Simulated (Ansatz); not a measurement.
# Ti4Al: short dynamics, then relaxation

A packing of 20 atoms, thrown in at random and pushed apart as soft spheres with like charges further apart (4 Al, 16 Ti) went through Langevin stages in a fixed cell of 18.44 Å³/atom, at one k point, without spin and with a Fermi–Dirac width of kT (0.05 eV at least). These are results of DFT PBE, scalar-relativistic, plane waves, PAW in Ansatz, not measurements.

```tsv
thermostat (K)	duration (fs)	friction (1/fs)	cutoff (eV)	mean T (K)	mean P (GPa)	mean square displacement (Å²)
2520	72	0.030	320	2029	2.1	0.17
2520	312	0.005	420	3016	4.1	0.38
1820	276	0.005	420	1792	-0.5	0.51
1010	303	0.015	420	1002	-3.1	0.35
300	249	0.015	420	269	-5.5	0.08
```

Means run over the second half of a stage; pressure includes the kinetic part; displacements count from the stage's start, the atoms' common shift taken off. In so short a run the atoms moved about a bond length or less in the hot stages, so this is an annealed packing, not a quenched equilibrium liquid.

Cell and atoms were then relaxed on coarser meshes and computed once more: Cutoff 420 eV; k points 5×5×5 on the computed 20-atom cell (Γ-centred); Gaussian smearing, width 0.10 eV; no spin polarisation.

**Question.** What structure is left?

**Answer.** One draw of many: 17.04 Å³/atom with no gap on the mesh, 0.12 eV/atom below the elements' standard states (static lattices, no corrections for gases) (a random packing after short dynamics, relaxed).

Counting as bonded all pairs within 1.3 times the summed covalent radii:

| atom → neighbour | mean count | mean length (Å) | spread (Å) |
| --- | --- | --- | --- |
| Al → Al | 1.00 | 2.89 | 0.10 |
| Al → Ti | 11.50 | 2.94 | 0.17 |
| Ti → Al | 2.88 | 2.94 | 0.17 |
| Ti → Ti | 11.62 | 3.08 | 0.38 |

Angles between all pairs of such bonds at an atom (mean ± spread): 97 ± 35° at Al, 96 ± 35° at Ti.

```yaml
crystal:
  lattice:
    - [7.02845, -0.15579, -0.03157]
    - [-0.14797, 6.91886, 0.05102]
    - [-0.02929, 0.05371, 7.01156]
  atoms:
    - { symbol: Ti, position: [0.82141, 0.99125, 0.34582] }
    - { symbol: Ti, position: [0.49496, 0.88219, 0.57008] }
    - { symbol: Ti, position: [0.39883, 0.18922, 0.84534] }
    - { symbol: Ti, position: [0.99400, 0.36809, 0.36921] }
    - { symbol: Ti, position: [0.69773, 0.26072, 0.10075] }
    - { symbol: Ti, position: [0.26581, 0.47856, 0.10864] }
    - { symbol: Ti, position: [0.32808, 0.48360, 0.57842] }
    - { symbol: Ti, position: [0.91850, 0.68741, 0.07368] }
    - { symbol: Ti, position: [0.67896, 0.27655, 0.58813] }
    - { symbol: Ti, position: [0.73918, 0.96607, 0.85513] }
    - { symbol: Ti, position: [0.86288, 0.68757, 0.60687] }
    - { symbol: Ti, position: [0.33979, 0.17749, 0.36196] }
    - { symbol: Ti, position: [0.46613, 0.89086, 0.12663] }
    - { symbol: Ti, position: [0.07022, 0.05713, 0.63663] }
    - { symbol: Ti, position: [0.58326, 0.58210, 0.87939] }
    - { symbol: Ti, position: [0.22741, 0.75617, 0.83161] }
    - { symbol: Al, position: [0.99249, 0.38865, 0.82608] }
    - { symbol: Al, position: [0.16311, 0.78332, 0.36756] }
    - { symbol: Al, position: [0.61738, 0.57479, 0.31353] }
    - { symbol: Al, position: [0.08454, 0.08083, 0.06624] }
```

Cost: 6 runs of about 60 core-minutes in all (earlier runs that led there not counted), on Intel Xeon Processor @ 2.70GHz (shared hosts).